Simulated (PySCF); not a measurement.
**Basis set benchmark on one molecule**

Molecule: `InChI=1S/C3H3NO/c1-2-4-3-5/h2H,1H2`.

Atom-mapped SMILES (the numbers label the heavy atoms): `[CH2:1]=[CH:2][N:3]=[C:4]=[O:5]`. Each H is labelled by its parent atom. Ha(C1) is cis to N3; Hb(C1) is trans to N3.

Geometry PBE0-D3(BJ)/def2-SVP throughout; GIAO in PySCF 2.14, gas phase, one conformer, non-relativistic; equivalent atoms averaged; functional PBE0.

Reference values (measured; solution, not stated per compound (mostly CDCl3 or CCl4); Pretsch, Buehlmann, Badertscher, Structure Determination of Organic Compounds, 4th ed. (2009)): δ(H(C2)) = 6.12 ppm, δ(Hb(C1)) = 4.77 ppm, δ(Ha(C1)) = 5.01 ppm. Computed shifts are taken against TMS, calculated as an isolated molecule at each level.

How do the basis sets STO-3G, 6-31G, 6-31G*, def2-SVP, 6-311+G(2d,p), def2-TZVP perform against the reference? Times are CPU seconds on 1 thread of an Arm Neoverse V1, shared host.

Answers


```tsv
basis set	functions	H(C2)	Hb(C1)	Ha(C1)	mean abs. error H	core-s
STO-3G	28	5.41	5.47	5.09	0.50	1.6
6-31G	51	5.97	5.58	5.46	0.47	3.2
6-31G*	76	5.50	5.16	5.12	0.37	4.2
def2-SVP	85	5.30	5.09	5.12	0.42	4.4
6-311+G(2d,p)	153	5.72	5.28	5.32	0.41	8.7
def2-TZVP	173	5.72	5.29	5.29	0.40	11
```

For ¹H the closest is 6-31G* (0.37 ppm, with def2-TZVP practically level) and the furthest STO-3G (0.50 ppm). Where a smaller basis beats a larger one, errors probably cancel. One molecule is a small sample, and vibrational and solvent effects are absent from the calculation.

A small basis that lands close on one nucleus may do so by chance; judge by the trend and by all nuclei.
